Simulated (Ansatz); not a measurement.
Worked example: the enthalpy of formation of CH2O2 (formic acid)

CH2O2 has 5 atoms, charge 0, and is taken as a singlet. SMILES: `O=CO`. Geometry: relaxed at PBE0-D4/def2-TZVP. This is one conformer, not always the lowest.

Total energies at RPA@PBE/cc-pVTZ, 3 core orbitals frozen (Ansatz 0.2.0); the atoms run unrestricted:

```
species    state  energy (Eh)
  CH2O2  singlet  -189.767748
      O  triplet   -75.072194
      C  triplet   -37.854236
      H  doublet    -0.517610
```

Harmonic wavenumbers at PBE0-D4/def2-TZVP, in cm⁻¹: 636, 693, 1063, 1150, 1317, 1404, 1854, 3064, 3765.

Measured heats of formation of the gaseous atoms at 298.15 K, in kJ/mol: O 249.2, C 716.9, H 218.0. Spin-orbit lowering of the atoms at 298 K (mean of the ground term's levels less their thermal mean, from spectra), in kJ/mol: O 0.40, C 0.02. Take 1 Eh = 2625.50 kJ/mol, 1 cm⁻¹ = 0.0119627 kJ/mol, RT = 2.479 kJ/mol.

Work out the heat of formation of the gas at 298 K.


1. Electronic atomisation energy: 2 × (-75.072194) + (-37.854236) + 2 × (-0.517610) − (-189.767748) = 0.733904 Eh = 1926.9 kJ/mol.
2. Zero-point energy: half the sum of the wavenumbers, 7473 cm⁻¹ = 89.4 kJ/mol.
3. Thermal vibrational enthalpy, Σ hcν̃/(exp(hcν̃/kT) − 1): 0.9 kJ/mol. Translation, rotation and pV of a non-linear molecule: 4 RT = 9.9 kJ/mol.
4. The 5 free atoms carry 5/2 RT each: 31.0 kJ/mol.
5. Spin-orbit coupling lowers the free atoms by 2 × 0.40 + 0.02 = 0.8 kJ/mol.
6. Atomisation enthalpy at 298 K: 1926.9 − 0.8 − 89.4 − 0.9 − 9.9 + 31.0 = 1856.9 kJ/mol.
7. Sum of the atoms' heats of formation: 1651.3 kJ/mol. Heat of formation: 1651.3 − 1856.9 = -205.6 kJ/mol.

The tabulated value is -378.7 kJ/mol (CRC Handbook of Chemistry and Physics), so this level is off by +173.1 kJ/mol, or 8.5 % of the atomisation enthalpy that the table implies (2030.0 kJ/mol). Anharmonicity and any spin-orbit splitting of the molecule are left out, and cores are frozen in the wave-function part.
